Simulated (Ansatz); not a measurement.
# BF2H: the cost of one run

Method: PBE0-D4/def2-SVP; program: Ansatz 0.2.0, Gaussian basis.

3 further runs of the same task are left out: 3 that didn't finish.

### Step 1. Where the work starts

SMILES `FBF`, 4 atoms, charge 0, spin multiplicity 1.

Atoms are counted from 1 here; the program's logs count them from 0.

Bond lengths: F1–B2 1.306 Å, B2–F3 1.306 Å, B2–H4 1.168 Å. Angles: F1–B2–F3 115.8°, F1–B2–H4 122.1°, F3–B2–H4 122.1°.

Coordinates:

```mol
BF2H
  3D, bonds by distance, orders not assigned

  4  3  0  0  0  0  0  0  0  0999 V2000
    1.1347    0.4599   -0.3646 F   0  0
   -0.0026   -0.0429    0.0341 B   0  0
   -1.0756    0.5306   -0.4405 F   0  0
   -0.0564   -0.9476    0.7710 H   0  0
  1  2  8  0
  2  3  8  0
  2  4  8  0
M  END
```

### Step 2. The run

Contents of md/in.yaml:

```yaml
crystal:
  periodic: [false, false, false]
  atoms:
    - {symbol: F, position_ang: [1.134690, 0.459900, -0.364630]}
    - {symbol: B, position_ang: [-0.002610, -0.042910, 0.034140]}
    - {symbol: F, position_ang: [-1.075650, 0.530610, -0.440490]}
    - {symbol: H, position_ang: [-0.056420, -0.947590, 0.770980]}
basis:
  gaussian: {orbitals: def2-SVP}
hamiltonian: {xc: pbe0, dispersion: d4}
md: {n_steps: 60, timestep: 0.5, temperature: 100, ensemble: nve, seed: 83, initial_velocities: maxwell_boltzmann}
```

Command:

```bash
> ansatz run in.yaml --threads 2 --pin off --events-out ev --progress --plain --max-ram 3481MiB
```

Q: Estimate wall time and peak memory on 2 threads of Intel Xeon at 2.50GHz, shared host.

About 2.8 min, with a peak of 0.1 GiB.
